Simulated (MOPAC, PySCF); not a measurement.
Molecule: ethane, C2H6, charge 0, multiplicity 1. SMILES: CC
Structure (B3LYP-D3(BJ)/def2-TZVP (Ansatz) minimum search):
```
C
H 1 1.0919
H 1 1.0919 2 107.56
H 1 1.0919 2 107.56 3 -115.60
C 1 1.5262 2 111.32 4 -122.20
H 5 1.0919 1 111.32 2 180.00
H 5 1.0919 6 107.56 1 122.20
H 5 1.0919 6 107.56 7 115.60
```
Charge 0, spin multiplicity 1.

Unscaled harmonic wavenumbers (cm⁻¹) in rising order, each level at the stationary point that it reaches from this structure (no distance between atoms moves by over 0.3 Å); the order of modes can differ between levels, and a negative number is imaginary. B3LYP-D3(BJ)/def2-TZVP (PySCF, at the structure above): 308, 829, 829, 1000, 1224, 1224, 1412, 1423, 1503, 1503, 1506, 1506, 3030, 3031, 3074, 3074, 3100, 3100.

PM3 (MOPAC): 228, 879, 879, 1120, 1120, 1138, 1359, 1408, 1408, 1414, 1414, 1444, 3075, 3075, 3089, 3089, 3184, 3186. Zero-point energy 46.5 against 46.7 kcal/mol; where all levels lie over 400 cm⁻¹, the wavenumbers are on average 0.994 times those of B3LYP-D3(BJ)/def2-TZVP.

PM6 (MOPAC): 181, 883, 883, 1126, 1126, 1164, 1264, 1264, 1265, 1265, 1328, 1345, 2686, 2686, 2708, 2708, 2783, 2793. Zero-point energy 42.1 against 46.7 kcal/mol; where all levels lie over 400 cm⁻¹, the wavenumbers are on average 0.924 times those of B3LYP-D3(BJ)/def2-TZVP.
